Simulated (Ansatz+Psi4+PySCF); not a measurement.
doublet NH₃(+): levels of theory in one basis

```xyz
4

N     0.1165    0.0000    0.0000
H    -0.2909    0.9859    0.0000
H    -0.2718   -0.4699    0.8138
H    -0.2718   -0.4699   -0.8138
```

Basis set: cc-pVTZ (spherical functions). Frozen core: 1 orbital. Correlation on ROHF uses semicanonical orbitals with singles. Charge 1, multiplicity 2.

Computed with Ansatz (development build ahead of 0.2.0) and Psi4 1.11; each method stands on the lowest determinant of its kind that the runs found.

```tsv
method	E − E(ROHF) (eV)	<S²> of the determinant
ROHF	0.00	0.75
UHF	-0.11	0.76
ROHF-MP2	-5.04	–
UHF-MP2	-5.03	0.76
```
